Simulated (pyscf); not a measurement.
GeH₄ (SMILES [GeH4]) + NH₃ (SMILES N) -> H₂N–GeH₃ (SMILES [NH2][GeH3]) + H₂ (SMILES [H][H]), a four-centre exchange (singlet surface; Ge–H, H–N broken, Ge–N, H–H formed). PySCF, gas phase, ωB97X-D3(BJ)/def2-SVP geometries. Energies in eV from the separated reactants.

Small-basis levels: PySCF, no dispersion term, spherical d functions. AM1 to PM7: differences of heats of formation from MOPAC, which are fitted to 298 K values and so differ in kind from electronic energies by zero-point and thermal terms. Cost: rough CPU time at the saddle relative to B3LYP/6-31G*+LANL2DZ, from one job on a shared machine.

| level | barrier | reaction energy | cost |
|---|---|---|---|
| HF/6-31G*+LANL2DZ | 2.95 | +0.38 | 0.10 |
| MP2/6-31G*+LANL2DZ | 2.40 | +0.03 | 0.1 |
| SVWN5/6-31G*+LANL2DZ | 1.39 | +0.22 | 0.8 |
| B3LYP/3-21G | 1.34 | -0.43 | 1 |
| B3LYP/LANL2DZ | 1.93 | +0.12 | 1 |
| B3LYP/6-31G*+LANL2DZ | 2.20 | +0.25 | 1 |
| M06-2X/6-31G*+LANL2DZ | 2.05 | +0.09 | 2 |
| B3LYP/def2-SVP | 2.14 | +0.31 | 2 |
| AM1 | ? | -0.40 | under 0.02 |
| PM3 | ? | -1.00 | under 0.02 |
| PM6 | 2.76 | -0.88 | under 0.02 |
| PM7 | 1.91 | -1.34 | under 0.02 |
| ωB97M-D3(BJ)/def2-TZVP | ? | +0.29 | – |

What belongs in the gaps?


- AM1, barrier: 2.02
- PM3, barrier: 2.25
- ωB97M-D3(BJ)/def2-TZVP, barrier: 2.22

Against the last row the barrier runs from -0.87 (B3LYP/3-21G) to +0.73 eV (HF/6-31G*+LANL2DZ). ωB97M-D3(BJ)/def2-TZVP has limits of its own. One saddle was located; it need not be the lowest between these sides. In the def2 sets elements up to Kr have no core potential.
